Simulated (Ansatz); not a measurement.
## MgO, one cell by several methods

```yaml
crystal:
  lattice:
    - [0.00000, 2.12692, 2.12692]
    - [2.12692, 0.00000, 2.12692]
    - [2.12692, 2.12692, 0.00000]
  atoms:
    - { symbol: Mg, position: [0.00000, 0.00000, 0.00000] }
    - { symbol: O, position: [0.50000, 0.50000, 0.50000] }
```

Atoms are numbered in the order listed.

The cell was built from the rocksalt type and relaxed in the same program, and has space group Fm-3m; it needn't be a known or the stable phase.

All numbers are computed: DFT, LDA, PAW with Ansatz's default frozen-core files, scalar-relativistic (Ansatz 0.2.0); DFT, LDA, all-electron LAPW, scalar-relativistic (Ansatz 0.2.0).

For PAW: a Γ-centred 16×16×16 k mesh, Fermi–Dirac smearing of 0.05 eV, cutoff 420 eV, no spin polarisation; the PAW files were made with PBE, and the program remakes their frozen cores for this functional. LAPW targets a basis error of 1 meV/atom. The Ansatz runs share mesh, smearing and spin set-up. Plane-wave (PAW) pressures include the program's estimate of the Pulay term.

Stress and pressure are positive in compression.

Levels count from the top of the valence band.

```
                      quantity     PAW    LAPW
                pressure (GPa)  -10.13   -9.92
                 band gap (eV)   4.374   4.376
highest filled level at K (eV)  -1.118  -1.117
  lowest empty level at K (eV)   9.747   9.746
highest filled level at X (eV)  -1.323  -1.322
  lowest empty level at X (eV)   8.889   8.885
highest filled level at U (eV)  -1.118  -1.117
  lowest empty level at U (eV)   9.747   9.746
```

PAW's pressure differs from the LAPW value by -0.21 GPa.
